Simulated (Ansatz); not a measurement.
Input file:

```yaml
crystal:
  periodic: [false, false, false]
  atoms:
    - {symbol: O, position_ang: [-1.073638, -0.029147, 0.000000]}
    - {symbol: H, position_ang: [-1.322947, 0.897428, 0.000000]}
    - {symbol: H, position_ang: [-0.072638, -0.029147, 0.000000]}
    - {symbol: C, position_ang: [1.265362, -0.029147, 0.000000]}
    - {symbol: H, position_ang: [1.679831, -0.029147, 0.996161]}
    - {symbol: H, position_ang: [1.679830, -0.029147, -0.996161]}
basis:
  gaussian: {orbitals: 6-31G}
magnetization: {spin_polarized: false, initial_magnetization: 2}
correlation: {active_space: {ras: {orbitals: [6, 2, 16], electrons: 14, max_holes: 2, max_particles: 2}, fixed_orbitals: true}}
output: {forces: true}
```

```sh
$ ansatz run in.yaml --threads 1 --pin off --events-out ev --progress --plain --max-ram 2393MiB
```

The program prints:

```
330 factors; integrals over basis functions are off by at most 2.9e-4 eV
mean field evaluation 1: about -3123.1064 eV, gradient 2.9e1 eV
mean field evaluation 2: about -3123.1072 eV, gradient 2.9e1 eV
mean field evaluation 4: about -3125.2046 eV, gradient 3.0e0 eV
mean field evaluation 8: about -3125.2604 eV, gradient 8.2e-2 eV
mean field evaluation 16: about -3122.1045 eV, gradient 2.7e0 eV
mean field evaluation 32: about -3122.1360 eV, gradient 6.7e-4 eV
mean field -3125.26048824 eV, -114.8512045650 hartree, gradient 2.0e-6 eV, S^2 2.000000; 3 other end points of the search recorded, 0 dependent functions left out
reference -3125.26048824 eV, -114.8512045650 hartree; 10, 8 occupied and 16, 18 virtual orbitals, 330 factors
state -3130.81938726 eV, -115.0554903363 hartree
the calculation of the forces begins
Total energy: -3130.81938726 eV, -115.0554903363 hartree
Atom 0 at    -1.073638    -0.029147     0.000000 Å, force    -1.905722    -0.388626    -0.000000 eV/Å
Atom 1 at    -1.322947     0.897428     0.000000 Å, force    -0.574571     0.819588     0.000000 eV/Å
Atom 2 at    -0.072638    -0.029147     0.000000 Å, force    -0.265122    -0.526848    -0.000000 eV/Å
Atom 3 at     1.265362    -0.029147     0.000000 Å, force     2.080329     0.156093    -0.000000 eV/Å
Atom 4 at     1.679831    -0.029147     0.996161 Å, force     0.332543    -0.030103     0.024677 eV/Å
Atom 5 at     1.679830    -0.029147    -0.996161 Å, force     0.332543    -0.030103    -0.024677 eV/Å
Dipole moment:     0.411232     0.398390     0.000000 e Å
```

Natural occupations: 1.9902 1.9843 1.9796 1.9763 1.9761 1.9732 0.9992 0.9954 0.0219 0.0209 0.0188 0.0161 0.0147 0.0104 0.0053 0.0043 0.0032 0.0031 0.0027 0.0020 0.0008 0.0006 0.0005 0.0005.

Forces (eV/Å):
```
O   -1.906 -0.389  0.000
H   -0.575  0.820  0.000
H   -0.265 -0.527  0.000
C    2.080  0.156  0.000
H    0.333 -0.030  0.025
H    0.333 -0.030 -0.025
```

Ran on 1 thread of Intel Xeon Platinum 8488C, shared host: 1.2 s wall, 0.1 GiB peak host memory.
